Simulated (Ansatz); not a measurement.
Energy needed to pull apart CH$_{5}$N (SMILES CN), singlet, into free ground-state atoms, from the structure below (at a frame of a short PBE0-D4/def2-SVP trajectory); no zero-point or spin–orbit terms; open-shell atoms are treated unrestricted, in their ground-state multiplicity.

```
7
angstrom
C -0.4697 -0.1266 -0.2742
N 0.7951 0.3952 0.1670
H -1.0452 -0.7818 0.4103
H -0.2853 -0.7852 -1.1966
H -1.2480 0.6463 -0.6065
H 1.4541 -0.3583 0.2964
H 0.7302 0.8146 1.0981
```

Program: Ansatz 0.2.0. Basis: def2-TZVPP. Cores are frozen in the correlated methods.

```json
{"method": "PBE-D4", "atomization energy (kcal/mol)": "588.9"}
{"method": "r2SCAN-D4", "atomization energy (kcal/mol)": "?"}
{"method": "PBE0-D4", "atomization energy (kcal/mol)": "578.2"}
{"method": "wB97M-V", "atomization energy (kcal/mol)": "580.3"}
{"method": "HF", "atomization energy (kcal/mol)": "?"}
{"method": "MP2", "atomization energy (kcal/mol)": "564.0"}
{"method": "CCSD", "atomization energy (kcal/mol)": "556.5"}
{"method": "CCSD(T)", "atomization energy (kcal/mol)": "563.2"}
```

(1) What does HF give? (To be estimated.)

(2) What does r2SCAN-D4 give? (Judge from chemistry; the value comes from the calculation.)

The T1 diagnostic stays at or below 0.008.

Results:

(1) Computed: 410.8 kcal/mol, which is about 152.3 kcal/mol less than CCSD(T)/def2-TZVPP.

(2) By the calculation: 575.1 kcal/mol, which is about 11.9 kcal/mol more than CCSD(T)/def2-TZVPP.

In triple zeta the MP2 and coupled-cluster atomization energies are still short of their basis limit by a few kcal/mol a bond, whereas those of the functionals are nearly converged, so these differences are not deviations from converged CCSD(T).

For scale, one of the runs: CCSD(T)/def2-TZVPP forces, 132 basis functions, launched by `ansatz run in.yaml --threads 2 --pin off --events-out ev --progress --plain --max-ram 3481MiB`. The run took 59 s on 2 CPU threads of an Intel Xeon (shared host), with 1.2 GiB of host memory at its peak.
